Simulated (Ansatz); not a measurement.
We consider fcc Rh, described by r²SCAN (PAW; Ansatz, a quantum-chemistry and plane-wave program).

A relaxed, unreconstructed slab of the (111) face has 6 atoms, two equal faces of 6.258 Å² each and an energy of -38489.8698 eV. A bulk cell of 3 atoms with the same orientation and in-plane k mesh has -19245.8183 eV. Energies are extrapolated to zero smearing.

Settings: plane-wave cutoff 500 eV, 24×24×1 k mesh (along the axes of the cell as run), Fermi–Dirac smearing 0.1 eV, scalar-relativistic PAW data made under PBE.

Worked out: γ = (E_slab − N E_bulk per atom)/2A = [-38489.8698 − 6 × (-19245.8183/3)]/(2 × 6.258) = 0.1412 eV/Å². With 16.022 J/m² per eV/Å² this is 2.26 J/m², or 0.88 eV per surface cell and face.
